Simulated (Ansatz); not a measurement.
Worked example: AsH⁺, quartet against AsH⁺, doublet

Geometry (PBE0/def2-TZVP stationary point of a doublet), kept for both states (AsH⁺, doublet: Π; AsH⁺, quartet: Σ⁻):

```xyz
2

As    0.0000    0.0000    0.0000
H     0.0000    0.0000    1.5348
```

Basis cc-pVTZ; Ansatz 0.2.0. Only valence electrons are correlated (noble-gas cores and the filled d shells of p-block atoms frozen). Prefix R: restricted or restricted open-shell reference. No spin–orbit coupling is included, and no scalar relativity.

Full CI is exact within this basis and frozen core; it isn't the basis-set limit.

```json
{"level": "RCCSD(T)", "E(AsH⁺, doublet) (hartree)": "-2234.573300", "E(AsH⁺, quartet) (hartree)": "-2234.508567"}
{"level": "PBE", "E(AsH⁺, doublet) (hartree)": "-2235.763720", "E(AsH⁺, quartet) (hartree)": "-2235.695060"}
{"level": "r2SCAN", "E(AsH⁺, doublet) (hartree)": "-2236.086581", "E(AsH⁺, quartet) (hartree)": "-2236.026250"}
{"level": "full CI", "E(AsH⁺, doublet) (hartree)": "-2234.573929", "E(AsH⁺, quartet) (hartree)": "-2234.509210"}
```

Question: Give the vertical gap, AsH⁺ quartet less AsH⁺ doublet, at each level in eV (1 hartree = 27.2114 eV), and each error against full CI.

Answer: full CI: (-2234.509210 − (-2234.573929)) × 27.2114 = 1.761 eV (the reference)
r2SCAN: (-2236.026250 − (-2236.086581)) × 27.2114 = 1.642 eV, error -0.119 eV
PBE: (-2235.695060 − (-2235.763720)) × 27.2114 = 1.868 eV, error 0.107 eV
RCCSD(T): (-2234.508567 − (-2234.573300)) × 27.2114 = 1.761 eV, error 0.000 eV

Total energies of functionals can't be set beside those of wave-function methods, since they hold the core's correlation and their own absolute errors; only the differences compare.

Each level lands on the state that its own search finds. T1 diagnostics of restricted CCSD: 0.019 and 0.027.
